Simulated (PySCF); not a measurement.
Parents of the type SiH3-X, H atom removed and the species left after one step. All species are isolated molecules in the gas phase. One relaxed conformer stands for each flexible species; it need not be the lowest. Strings in code marks are SMILES.

The HOMO–LUMO gap from two functionals at the same geometries (r2SCAN-D4/def2-TZVP), both in PySCF: PBE-D3(BJ)/def2-TZVP and r2SCAN-D4/def2-TZVP. 

```csv
species,PBE-D3(BJ)/def2-TZVP (eV)
"X = methyl, parent",7.83
"X = fluoro, parent (`[SiH3]F`)",7.29
"X = chloro, parent (`[SiH3]Cl`)",6.68
"X = iodo, parent (`[SiH3]I`)",4.95
"X = trifluoromethyl, parent (`FC(F)(F)[SiH3]`)",7.36
"X = boryl, parent (`B[SiH3]`)",3.77
```

Task: What does r2SCAN-D4/def2-TZVP give for each?

Result: 
- X = methyl, parent: 8.71
- X = fluoro, parent (`[SiH3]F`): 8.18
- X = chloro, parent (`[SiH3]Cl`): 7.49
- X = iodo, parent (`[SiH3]I`): 5.59
- X = trifluoromethyl, parent (`FC(F)(F)[SiH3]`): 8.13
- X = boryl, parent (`B[SiH3]`): 4.40
Over these rows, drawn at random from the members with no instability flagged (it was tested for open shells, ions and some series alone), PBE minus r2SCAN-D4: mean -0.77 eV, from -0.88 eV to -0.63 eV.
